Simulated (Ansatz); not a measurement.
# Si2H5Cl (SMILES [SiH3][SiH2]Cl) at 6 levels

Wanted: a comparison of 6 runs (HF/3-21G, B3LYP/6-31G*, B2PLYP/cc-pVDZ, B3LYP/cc-pVDZ, BHLYP/cc-pVDZ, CCSD(T)/cc-pVDZ) of Si2H5Cl. 

The calculation is run with Ansatz 0.2.0.

59 further runs of the same task are left out: 59 set aside as unsound or not needed.

## 1. The structure to begin with

Si2H5Cl: 8 atoms, total charge 0, spin state singlet. As SMILES, `[SiH3][SiH2]Cl`. The Si2–H7 distance was set to 1.708 Å, away from the relaxed value.

Bond lengths: Si1–Si2 2.338 Å, Si2–Cl3 2.065 Å, Si1–H4 1.488 Å, Si1–H5 1.486 Å, Si1–H6 1.486 Å, Si2–H8 1.485 Å. Angles: Si1–Si2–Cl3 108.7°, Si1–Si2–H8 111.8°, Cl3–Si2–H8 107.7°, Si2–Si1–H4 109.6°, Si2–Si1–H5 109.6°, Si2–Si1–H6 109.6°, H4–Si1–H5 109.3°, H4–Si1–H6 109.3°, H5–Si1–H6 109.5°. A long bond or contact: Si2–H7 1.708 Å.

## 2. A single-point energy at HF/3-21G (run 1)

Input file job.yaml:

```yaml
crystal:
  periodic: [false, false, false]
  atoms:
    - symbol: Si
      position_ang: [-0.614201, 0.984421, -0.565162]
    - symbol: Si
      position_ang: [0.665699, -0.836179, 0.151038]
    - symbol: Cl
      position_ang: [2.523899, -0.150279, 0.733138]
    - symbol: H
      position_ang: [-1.960701, 0.512721, -0.987862]
    - symbol: H
      position_ang: [0.057999, 1.643321, -1.714862]
    - symbol: H
      position_ang: [-0.762201, 1.958321, 0.547238]
    - symbol: H
      position_ang: [-0.041800, -1.622800, 1.491400]
    - symbol: H
      position_ang: [0.869499, -1.828279, -0.934762]
basis:
  gaussian: {orbitals: 3-21G.json}
magnetization: {spin_polarized: false}
output: {orbitals: {seedname: orbitals}}
accuracy: high
hamiltonian: {xc: hf}
```

The basis set 3-21G is read from a file made from the Basis Set Exchange's data (not shown).

Started as:

```sh
$ ansatz run job.yaml --threads 1 --pin off --max-ram 3480MiB --events-out events.jsonl --progress --plain --runs-dir runs
```

What it wrote:

```text
Warning: RAYON_NUM_THREADS=1 ignored (pool sized by the plan → 1); use --threads N
Functional definition: HF
  name "HF"
  exchange = exact_x
  correlation = 0
1107 factors; integrals over basis functions are off by at most 4.4e-9 eV
mean field evaluation 1: about -28162.7737 eV, gradient 1.3e1 eV
mean field evaluation 2: about -28162.7756 eV, gradient 1.3e1 eV
mean field evaluation 4: about -28163.5894 eV, gradient 1.1e0 eV
mean field evaluation 8: about -28163.5957 eV, gradient 8.8e-6 eV
mean field -28163.59569943 eV, -1034.9930519833 hartree, gradient 1.4e-8 eV, S^2 0.000000; 0 other end points of the search recorded, 0 dependent functions left out
reference -28163.59569943 eV, -1034.9930519833 hartree; 25, 25 occupied and 24, 24 virtual orbitals, 1107 factors
Total energy: -28163.59569943 eV, -1034.9930519833 hartree
```

Run time: 0.6 s. Hardware: 1 thread of Arm Neoverse V1, shared host; peak memory 0.11 GiB.

## 3. The energy at B3LYP/6-31G(d) (spherical functions) (run 2)

Input file job.yaml:

```yaml
crystal:
  periodic: [false, false, false]
  atoms:
    - {symbol: Si, position_ang: [-0.614201, 0.984421, -0.565162]}
    - {symbol: Si, position_ang: [0.665699, -0.836179, 0.151038]}
    - {symbol: Cl, position_ang: [2.523899, -0.150279, 0.733138]}
    - {symbol: H, position_ang: [-1.960701, 0.512721, -0.987862]}
    - {symbol: H, position_ang: [0.057999, 1.643321, -1.714862]}
    - {symbol: H, position_ang: [-0.762201, 1.958321, 0.547238]}
    - {symbol: H, position_ang: [-0.041800, -1.622800, 1.491400]}
    - {symbol: H, position_ang: [0.869499, -1.828279, -0.934762]}
basis:
  gaussian: {orbitals: 6-31G_st_-spherical.json}
hamiltonian: {xc: {name: B3LYP}}
accuracy: high
output: {orbitals: {seedname: orbitals}}
```

The basis set 6-31G* is read from a file made from the Basis Set Exchange's data (not shown).

Started as:

```sh
$ ansatz run job.yaml --threads 1 --pin off --max-ram 3480MiB --events-out events.jsonl --progress --plain --runs-dir runs
```

What it wrote:

```text
Warning: RAYON_NUM_THREADS=1 ignored (pool sized by the plan → 1); use --threads N
Functional definition: B3LYP
  name "B3LYP"
  parameter a0 = 0.2
  parameter ax = 0.72
  parameter ac = 0.81
  exchange = (1 - a0 - ax)*slater_x + ax*b88_x + a0*exact_x
  correlation = (1 - ac)*vwn_rpa_c + ac*lyp_c
1407 factors; integrals over basis functions are off by at most 3.4e-9 eV
mean field evaluation 1: about -28359.3945 eV, gradient 1.1e1 eV
mean field evaluation 2: about -28359.6595 eV, gradient 8.2e0 eV
mean field evaluation 4: about -28359.8586 eV, gradient 4.1e-1 eV
mean field evaluation 8: about -28359.9949 eV, gradient 5.5e-2 eV
mean field evaluation 16: about -28359.9949 eV, gradient 1.2e-6 eV
mean field -28359.99487589 eV, -1042.2105885941 hartree, gradient 6.3e-8 eV, S^2 0.000000; 0 other end points of the search recorded, 0 dependent functions left out
reference -28359.99491950 eV, -1042.2105901968 hartree; 25, 25 occupied and 39, 39 virtual orbitals, 1407 factors
Total energy: -28359.99491950 eV, -1042.2105901968 hartree
```

Run time: 6.6 s. Hardware: 1 thread of Arm Neoverse V1, shared host; peak memory 0.2 GiB.

Runs 3 to 4 aren't shown in full; the table further down has their settings and results.

## 4. The energy at BHLYP/cc-pVDZ (run 5)

job.yaml, as its differences from that of step 3:

```diff
@@ -12,5 +12,7 @@
 basis:
-  gaussian: {orbitals: 6-31G_st_-spherical.json}
-hamiltonian: {xc: {name: B3LYP}}
+  gaussian:
+    orbitals: cc-pVDZ
 accuracy: high
+hamiltonian:
+  xc: {name: BHLYP}
 output: {orbitals: {seedname: orbitals}}
```

Started as:

```sh
$ ansatz run job.yaml --threads 1 --pin off --max-ram 3480MiB --events-out events.jsonl --progress --plain --runs-dir runs
```

What it wrote:

```text
Warning: RAYON_NUM_THREADS=1 ignored (pool sized by the plan → 1); use --threads N
Functional definition: BHLYP
  name "BHLYP"
  parameter a = 0.5
  exchange = (1 - a)*b88_x + a*exact_x
  correlation = lyp_c
1849 factors; integrals over basis functions are off by at most 3.9e-9 eV
mean field evaluation 1: about -28359.3381 eV, gradient 1.0e1 eV
mean field evaluation 2: about -28359.5961 eV, gradient 6.2e0 eV
mean field evaluation 4: about -28359.7021 eV, gradient 1.2e0 eV
mean field evaluation 8: about -28359.9515 eV, gradient 1.9e-2 eV
mean field evaluation 16: about -28359.9516 eV, gradient 7.7e-6 eV
mean field -28359.95162020 eV, -1042.2089989766 hartree, gradient 1.0e-7 eV, S^2 0.000000; 0 other end points of the search recorded, 0 dependent functions left out
reference -28359.95165004 eV, -1042.2090000732 hartree; 25, 25 occupied and 54, 54 virtual orbitals, 1849 factors
Total energy: -28359.95165004 eV, -1042.2090000732 hartree
```

Run time: 8.4 s. Hardware: 1 thread of Arm Neoverse V1, shared host; peak memory 0.27 GiB.

## 5. A single-point energy at CCSD(T)/cc-pVDZ (run 6)

job.yaml, as its differences from that of step 4:

```diff
@@ -14,5 +14,7 @@
     orbitals: cc-pVDZ
+correlation:
+  method: ccsd_t
+  frozen_orbitals: {Cl: 5, H: 0, Si: 5}
 accuracy: high
-hamiltonian:
-  xc: {name: BHLYP}
-output: {orbitals: {seedname: orbitals}}
+scf:
+  omitted_lower_state_checks: [cluster_reference, increment]
```

Started as:

```sh
$ ansatz run job.yaml --threads 1 --pin off --max-ram 3480MiB --events-out events.jsonl --progress --plain --runs-dir runs
```

What it wrote, shortened:

```text
Warning: RAYON_NUM_THREADS=1 ignored (pool sized by the plan → 1); use --threads N
Functional definition: HF
  name "HF"
[...]
1849 factors; integrals over basis functions are off by at most 3.9e-9 eV
[...]
mean field -28308.09951958 eV, -1040.3034694255 hartree, gradient 3.8e-8 eV, S^2 0.000000; 0 other end points of the search recorded, 0 dependent functions left out
15 core orbitals not correlated: weight in the atoms' cores, before any rotation towards them, 1.000 or more for the frozen orbitals, at most 0.000 for the correlated occupied ones
reference -28308.09951958 eV, -1040.3034694255 hartree; 10, 10 occupied and 54, 54 virtual orbitals, 1849 factors
second order -9.21584522 eV of doubles, -0.00000000 eV of singles
cycle   1  -10.33374018 eV  change    -1.1e0 eV  update   8.0e-2
[...]
cycle  20  -10.74597483 eV  change    1.4e-9 eV  update   2.5e-9
perturbative correction -0.25164932 eV, -0.0092479419 hartree
Total energy: -28319.09714373 eV, -1040.7076246586 hartree
Checks for a lower state left out: cluster_reference, increment
```

Wall time 9 s (1 thread of Arm Neoverse V1, shared host); peak memory 0.36 GiB.

## 6. The series

```tsv
run	level	frozen core orbitals	energy (Eh)	HOMO energy (eV)	LUMO energy (eV)	HOMO–LUMO gap (eV)	wall time
1	HF/3-21G	–	-1034.993052	-11.09	2.59	13.68	0.6 s
2	B3LYP/6-31G* (spherical functions)	–	-1042.210590	-7.96	-0.62	7.34	6.6 s
3	B2PLYP/cc-pVDZ	15	-1041.798109	-9.17	0.94	10.10	12 s
4	B3LYP/cc-pVDZ	–	-1042.268208	-7.92	-0.49	7.42	7.5 s
5	BHLYP/cc-pVDZ	–	-1042.209000	-9.23	0.63	9.86	8.4 s
6	CCSD(T)/cc-pVDZ	15	-1040.707625	–	–	–	9 s
```

## 7. Summary of results

| quantity | value |
| --- | --- |
| run 6: total energy | -1040.70762 Eh |
| run 6: correlation energy (15 core orbitals frozen) | -404.2 mEh |
| run 6: (T) correction | -9.25 mEh |
| run 6: T1 diagnostic | 0.011 |

What this shows: Over runs 1, 2, 3, 4, 5 the HOMO–LUMO gap runs from 7.34 eV (B3LYP/6-31G*) to 13.68 eV (HF/3-21G). The two ends differ in method and basis. Totals of different functionals can't be ranked against each other. All runs together took 44 s, the longest 12 s.
